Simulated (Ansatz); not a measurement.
# CCSDT/STO-3G run of PH3S (SMILES [PH3]=S)

Aim: the energy change on altering one bond length of PH3S at CCSDT/STO-3G, from 2 runs. 

Program for the calculation: Ansatz 0.2.0.

47 further runs of the same task are left out: 47 set aside as unsound or not needed.

### Step 1. The molecule

PH3S: 5 atoms, total charge 0, spin state singlet. SMILES: `[PH3]=S`. Geometry: relaxed at GFN2-xTB.

Bond lengths: P1–S2 1.914 Å, P1–H3 1.394 Å, P1–H4 1.394 Å, P1–H5 1.394 Å. Angles: S2–P1–H3 118.2°, S2–P1–H4 118.2°, S2–P1–H5 118.2°, H3–P1–H4 99.6°, H3–P1–H5 99.4°, H4–P1–H5 99.4°.

### Step 2. The energy at CCSDT/STO-3G

Contents of input.yaml:

```yaml
crystal:
  periodic: [false, false, false]
  atoms:
    - {symbol: P, position_ang: [0.007920, -0.006600, 0.007660]}
    - {symbol: S, position_ang: [1.261690, -0.941140, 1.111260]}
    - {symbol: H, position_ang: [-1.166840, 0.461930, 0.594540]}
    - {symbol: H, position_ang: [-0.532470, -0.676580, -1.089190]}
    - {symbol: H, position_ang: [0.429710, 1.162380, -0.624270]}
basis:
  gaussian:
    orbitals: STO-3G
scf:
  omitted_lower_state_checks: [cluster_reference, increment]
accuracy: high
correlation:
  method: ccsdt
  frozen_orbitals: {H: 0, P: 5, S: 5}
```

The run is started by

```bash
ansatz run input.yaml --threads 1 --pin off --max-ram 2610MiB --events-out events.jsonl --progress --plain --runs-dir runs
```

The program printed (excerpt; [...] marks lines left out):

```text
Warning: RAYON_NUM_THREADS=1 ignored (pool sized by the plan → 1); use --threads N
Functional definition: HF
  name "HF"
[...]
365 factors; integrals over basis functions are off by at most 2.7e-8 eV
[...]
mean field -19911.40478389 eV, -731.7306293730 hartree, gradient 5.7e-8 eV, S^2 0.000000; 0 other end points of the search recorded, 0 dependent functions left out
10 core orbitals not correlated: weight in the atoms' cores, before any rotation towards them, 1.000 or more for the frozen orbitals, at most 0.000 for the correlated occupied ones
reference -19911.40478389 eV, -731.7306293730 hartree; 7, 7 occupied and 4, 4 virtual orbitals, 365 factors
second order -1.65037516 eV of doubles, -0.00000000 eV of singles
cycle   1  -2.04088985 eV  change   -3.9e-1 eV  update   7.2e-2
[...]
cycle  21  -2.35121609 eV  change   -1.1e-9 eV  update  7.1e-10
Total energy: -19913.75599997 eV, -731.8170349704 hartree
Checks for a lower state left out: cluster_reference, increment
```

Wall time 0.16 s (1 thread of Intel Xeon 6975P-C (Granite Rapids), shared host).

### Step 3. The distorted shape at the same level

Contents of run.yaml:

```yaml
crystal:
  periodic: [false, false, false]
  atoms:
    - {symbol: P, position_ang: [0.301571, -0.123717, -0.139040]}
    - {symbol: S, position_ang: [1.555341, -1.058257, 0.964560]}
    - {symbol: H, position_ang: [-1.166840, 0.461930, 0.594540]}
    - {symbol: H, position_ang: [-0.238819, -0.793697, -1.235890]}
    - {symbol: H, position_ang: [0.723361, 1.045263, -0.770970]}
basis:
  gaussian:
    orbitals: STO-3G
scf:
  omitted_lower_state_checks: [cluster_reference, increment]
correlation:
  method: ccsdt
  frozen_orbitals: {H: 0, P: 5, S: 5}
accuracy: high
```

The run is started by

```bash
ansatz run run.yaml --threads 1 --pin off --max-ram 2610MiB --events-out events.jsonl --progress --plain --runs-dir runs
```

The program printed (excerpt; [...] marks lines left out):

```text
Warning: RAYON_NUM_THREADS=1 ignored (pool sized by the plan → 1); use --threads N
Functional definition: HF
  name "HF"
[...]
365 factors; integrals over basis functions are off by at most 3.5e-8 eV
[...]
mean field -19910.12997918 eV, -731.6837811639 hartree, gradient 7.3e-8 eV, S^2 0.000000; 0 other end points of the search recorded, 0 dependent functions left out
10 core orbitals not correlated: weight in the atoms' cores, before any rotation towards them, 1.000 or more for the frozen orbitals, at most 0.000 for the correlated occupied ones
reference -19910.12997918 eV, -731.6837811639 hartree; 7, 7 occupied and 4, 4 virtual orbitals, 365 factors
second order -2.00351445 eV of doubles, -0.00000000 eV of singles
cycle   1  -2.47099788 eV  change   -4.7e-1 eV  update   9.7e-2
[...]
cycle  26  -2.94364672 eV  change  -5.9e-10 eV  update  2.5e-10
Total energy: -19913.07362590 eV, -731.7919581857 hartree
Checks for a lower state left out: cluster_reference, increment
```

It took 0.18 s on 1 thread of Intel Xeon 6975P-C (Granite Rapids), shared host.

### Step 4. Outcome

Level: CCSDT/STO-3G, 10 core orbitals frozen.

```
                                                         quantity          value
                                        first shape: total energy  -731.81703 Eh
        first shape: correlation energy (10 core orbitals frozen)      -86.4 mEh
                                       first shape: T1 diagnostic          0.014
                                    distorted shape: total energy  -731.79196 Eh
    distorted shape: correlation energy (10 core orbitals frozen)     -108.2 mEh
                                   distorted shape: T1 diagnostic          0.021
energy change with the P1–H3 bond stretched from 1.394 to 1.743 Å       0.682 eV
```

**Reading.** With the P1–H3 bond stretched from 1.394 to 1.743 Å the energy rises by 0.68 eV (65.8 kJ/mol). The first shape isn't relaxed at this level, so the change isn't measured from a minimum. The minimal basis adds a large error of its own. The T1 diagnostic (distorted shape) of 0.021 is above the customary mark for such species, so a single reference may not serve.
